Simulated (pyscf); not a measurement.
PySCF, gas phase, ωB97X-D3(BJ)/def2-SVP geometries.

Question: What is the homolytic dissociation enthalpy (298 K, ωB97M-D3(BJ)/def2-TZVP) of the C–H bond of H₂C=CH–C(F)(F)–F, to •HC=CH–C(F)(F)–F + H•?

Answer: C–H to •HC=CH–C(F)(F)–F + H•: 471.0 kJ/mol. The 7 functionals that were run give +447.0 (r²SCAN) to +471.0 kJ/mol (ωB97M-D3(BJ)/def2-TZVP). The radicals are drawn with the spin at the cut bond; how far it spreads was not checked. •HC=CH–C(F)(F)–F lies 41.7 kJ/mol over its isomer F–CH=CH–C•(F)–F (electronic energy, ωB97M-D3(BJ)/def2-TZVP).
